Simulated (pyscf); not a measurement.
SiH₄ (SMILES [SiH4]) + H₃Si–PH• (SMILES [SiH3][PH]) -> H₃Si–PH–SiH₃ (SMILES [SiH3]P[SiH3]) + H• (SMILES [H]), a substitution at Si (doublet surface; H–Si broken, P–Si formed). Structures and frequencies: ωB97X-D3(BJ)/def2-SVP in PySCF. Energies in kcal/mol from the separated reactants.

Small-basis levels: PySCF, no dispersion term, spherical d functions. Open shells are spin-unrestricted. 

Task: Quick B3LYP/6-31G* single points give ΔE‡ = 28.6 kcal/mol and ΔE = +27.9 kcal/mol. What does ωB97M-D3(BJ)/def2-TZVP give, and how far is the quick result from it?

Result: ωB97M-D3(BJ)/def2-TZVP gives ΔE‡ = 25.7 kcal/mol and ΔE = +20.8 kcal/mol. B3LYP/6-31G* lies 2.9 kcal/mol over it in the barrier and 7.0 kcal/mol over it in the reaction energy, so on this step it does not hold to within 3.0 kcal/mol. ωB97M-D3(BJ)/def2-TZVP has limits of its own. This is the saddle that the search found; another between the same sides may lie lower. The angle at the attacked Si is 177°.
